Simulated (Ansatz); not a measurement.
# AlPH₄ (triplet): from Hartree-Fock to the top rungs at a displaced geometry (v2), cc-pVDZ

One table from this session's results is given with a row withheld; the runs are named, their logs left out.

Method: cc-pVDZ, core rule «outside noble gas», up to 10 orbitals frozen; program: Ansatz 0.2.0, Gaussian basis.

To be run: UHF; CCSD(T) on ROHF; CCSD(T) on UHF; BCCD(T) on ROHF; CISD as a restricted active space (open shells left free, so some higher excitations enter); CCSDT(Q) on ROHF; CCSDT(Q) on UHF.

21 further runs of the same task are left out: 1 for a known fault of the program, 7 that didn't finish, 13 set aside as unsound or not needed. Runs told in other sessions of the task aren't counted.

## The system

The geometry is a PBE0/def2-TZVP stationary point (not a proven minimum) with its atoms shifted at random (size 0.100 Å).

6 atoms, charge 0, spin multiplicity 3.

Atoms are counted from 1 here; the program's logs count them from 0.

Bond lengths: Al1–P2 2.438 Å, Al1–H3 1.743 Å, Al1–H4 1.537 Å, P2–H5 1.551 Å, P2–H6 1.262 Å. Angles: P2–Al1–H3 64.3°, P2–Al1–H4 110.4°, H3–Al1–H4 112.8°, Al1–P2–H5 106.5°, Al1–P2–H6 121.4°, H5–P2–H6 92.5°.

Set-up of the first run:

in.yaml

```yaml
crystal:
  periodic: [false, false, false]
  atoms:
    - {symbol: Al, position_ang: [0.120823, -0.098999, 1.310334]}
    - {symbol: P, position_ang: [-0.023245, 0.110535, -1.114195]}
    - {symbol: H, position_ang: [-1.214928, -0.927092, 0.557333]}
    - {symbol: H, position_ang: [-0.299194, 1.215058, 1.988158]}
    - {symbol: H, position_ang: [0.124422, -1.322412, -1.688788]}
    - {symbol: H, position_ang: [-1.130281, 0.287833, -1.694079]}
basis:
  gaussian: {orbitals: cc-pVDZ}
magnetization: {spin_polarized: true, initial_magnetization: 2}
hamiltonian: {xc: hf}
output: {orbitals: {seedname: orbitals}}
```

Run with:

```sh
$ ansatz run in.yaml --threads 1 --pin off --events-out ev --progress --plain --max-ram 2393MiB
```

Among the steps run: UHF; CCSD(T) on ROHF; CCSD(T) on UHF; BCCD(T) on ROHF; CISD as a restricted active space (open shells left free, so some higher excitations enter); CCSDT(Q) on ROHF; CCSDT(Q) on UHF.

One of the session's tables, all rows but one given; the rest of the session is left out.

It belongs to the step «Misses and costs». 

| method | from UCCSDT(Q) (meV) |
| --- | --- |
| ROHF | ? |
| UHF | +6246.5 |
| RMP2 | +1378.0 |
| UMP2 | +1389.2 |
| CISD | +747.1 |
| RCCSD | +215.1 |
| UCCSD | +211.1 |
| RCCSD(T) | +44.7 |
| UCCSD(T) | +45.0 |
| BCCD(T) | +44.0 |
| RCCSDT | +8.5 |
| UCCSDT | +7.9 |
| RCCSDT(Q) | +0.8 |
| UCCSDT(Q) | 0 |

Estimate the missing values for ROHF.

As computed: from UCCSDT(Q) (meV): +6400.4. In the column «from UCCSDT(Q) (meV)» it is the highest.

Caveats from the session: Restricted and unrestricted rows rest on different reference determinants; a gap between their highest levels can come from leftover correlation error, from unlike frozen cores or from another state.
